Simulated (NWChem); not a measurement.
# Atomisation of HLi

SMILES: [LiH]
```xyz
2

Li     0.0000     0.0000     0.3973
H      0.0000     0.0000    -1.1918
```
Charge 0, spin multiplicity 1.

Program: NWChem. All single points use one geometry, from B3LYP/def2-SVP, a minimum by its harmonic frequencies.

Basis set: def2-TZVP. The atomisation energy is electronic alone: no zero-point, thermal, spin-orbit or counterpoise terms. No value is extrapolated to the basis-set limit. Free atoms are single determinants with multiplicities Li 2, H 2.

The correlated methods freeze no orbitals. B3LYP has NWChem's definition, with VWN1-RPA local correlation. The structure started from a generated list of species. No SCF solution was tested for a lower state. Open-shell Hartree-Fock references start from PBE0 orbitals. Coupled-cluster values serve here as a point of comparison, not as the truth.

| method | atomisation energy (kcal/mol) |
|---|---|
| MP2 | 46.0 |
| HF | … |
| LDA (SVWN5) | 60.0 |
| B3LYP | 57.7 |
| BHandHLYP | 56.0 |
| PBE0 | … |
| CCSD(T) | 50.4 |
| PBE | … |
| BLYP | 57.3 |
| CAM-B3LYP | 58.2 |

Problem. Fill in the missing entries.

Solution. 
- HF, atomisation energy (kcal/mol): 33.0
- PBE0, atomisation energy (kcal/mol): 51.7
- PBE, atomisation energy (kcal/mol): 52.6
